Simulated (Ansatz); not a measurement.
A displaced shape of doublet O₂(+):

```xyz
2

O    -0.0253   -0.0427   -0.5432
O     0.0352   -0.0282    0.5708
```

It was optimised with PBE0/def2-SVP in Ansatz (development build ahead of 0.2.0) to forces under 0.001 eV/Å, with unrestricted orbitals. Each step stands on the lowest determinant of that kind that the program's search found.

Q: What shape does it relax to, and how does the optimisation go?

A:

```xyz
2

O    -0.0248   -0.0426   -0.5345
O     0.0347   -0.0283    0.5621
```

Bond lengths: O1–O2 1.098 Å.

```
step  E − E(start) (eV)  largest force (eV/Å)
   1             0.0000                2.3202
   2            -0.0206                0.1407
   3            -0.0207                0.0071
   4            -0.0207                0.0000
```

The optimisation ended after 4 steps with its threshold met.
